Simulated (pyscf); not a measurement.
PySCF, gas phase, ωB97X-D3(BJ)/def2-SVP geometries.

SMILES: [S]=[Mo](=[S])([SH])[Cl]
```xyz
6

S      1.0134     0.1660     0.5306
Mo    -0.9295    -0.4714     0.1886
S     -0.8979    -2.3669    -0.6380
S     -1.8449     0.8357    -1.4490
Cl    -2.1127    -0.4388     2.1032
H     -1.3190     1.9907    -0.9864
```
Charge 0, spin multiplicity 1.

What is the homolytic dissociation enthalpy (298 K, ωB97M-D3(BJ)/def2-TZVP) of the Mo–S bond of S=Mo(=S)(SH)–Cl (SMILES [S]=[Mo](=[S])([SH])[Cl]), to [S=Mo(=S)–Cl]• + SH•?

Mo–S to [S=Mo(=S)–Cl]• + SH•: 72.1 kcal/mol. The 7 functionals that were run give +69.0 (M06-2X) to +81.4 kcal/mol (PBE). The radicals are drawn with the spin at the cut bond; how far it spreads was not checked. Other isomers of [S=Mo(=S)–Cl]• were not searched in full and may lie lower. Left out: the spin-orbit lowering of SH. Open-shell species with a d-block atom are single-reference here; other states, and whether the spin sits on metal or ligand, were not checked. Elements past Kr carry the def2 core potentials, without spin-orbit coupling.
